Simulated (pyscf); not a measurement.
Thermochemistry of product channels of HO–Zr(OH)(F)–F + H₂ on the singlet surface, in eV, from ωB97M-D3(BJ)/def2-TZVP energies (ideal gas, 1 atm, RRHO with modes under 100 cm⁻¹ raised to 100, one conformer, R ln 2 for chiral ones without a mode under 150 cm⁻¹). PySCF, gas phase, ωB97X-D3(BJ)/def2-SVP geometries.

```json
[
 {"products": "HO–ZrH(OH)–F + HF", "ΔE": "+2.07", "ΔH(298 K)": "+2.14", "ΔG(298 K)": "+2.07", "ΔG(900 K)": "+1.95"},
 {"products": "H₂O + HO–ZrH(F)–F", "ΔE": "+1.60", "ΔH(298 K)": "+1.70", "ΔG(298 K)": "+1.60", "ΔG(900 K)": "+1.48"}
]
```

These are energies of the channels, which say nothing of barriers. Elements past Kr carry the def2 core potentials, without spin-orbit coupling.
